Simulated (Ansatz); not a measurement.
Relaxation of BClH4O (7 atoms, charge 0, multiplicity 1), to a largest force component of 0.03 eV/Å in at most 50 steps.

These are results of UKS B3LYP-D4/STO-3G (Ansatz), not measurements.

```xyz
7
Properties=species:S:1:pos:R:3:forces:R:3
B 0.498 -0.714 0.377 -0.19 0.52 -2.31
O 0.351 -0.358 -0.989 0.20 -0.50 2.39
H 1.399 -0.213 0.936 -0.04 0.04 0.00
H -0.226 -1.485 0.890 0.03 0.00 -0.02
H -0.403 1.708 -0.458 0.19 -0.20 -0.22
Cl -1.183 1.955 0.603 -0.16 0.11 0.18
H -0.437 -0.892 -1.359 -0.02 0.04 -0.01
```

Where does it end, and by what steps?

It converged. Limits of this set-up: minimal basis. After 14 steps the energy has fallen by 0.751 eV; H4 moved furthest, 1.25 Å.

| step | energy less start (eV) | largest force component (eV/Å) | accepted |
| --- | --- | --- | --- |
| 0 | 0.0000 | 2.386 | yes |
| 1 | -0.1344 | 0.882 | yes |
| 2 | -0.2492 | 1.033 | yes |
| 3 | -0.3587 | 1.463 | yes |
| 4 | -0.4937 | 1.176 | yes |
| 5 | -0.5952 | 0.622 | yes |
| 6 | -0.6678 | 0.361 | yes |
| 7 | -0.7210 | 0.199 | yes |
| 8 | -0.7413 | 0.241 | yes |
| 9 | -0.7467 | 0.118 | yes |
| 10 | -0.7499 | 0.174 | yes |
| 11 | -0.7505 | 0.061 | yes |
| 12 | -0.7499 | 0.244 | no |
| 13 | -0.7510 | 0.054 | yes |
| 14 | -0.7513 | 0.010 | yes |

```xyz
7
Properties=species:S:1:pos:R:3
B 0.578 -0.870 0.429
O -0.256 -0.114 -0.342
H 1.148 -0.300 1.280
H 0.687 -2.020 0.217
H -0.549 1.280 -0.272
Cl -0.870 2.648 -0.240
H -0.739 -0.624 -1.072
```

Time of the run: 17 s on 1 thread of Intel(R) Xeon(R) Platinum 8488C (Sapphire Rapids), on a shared host, peak memory 0.14 GiB.
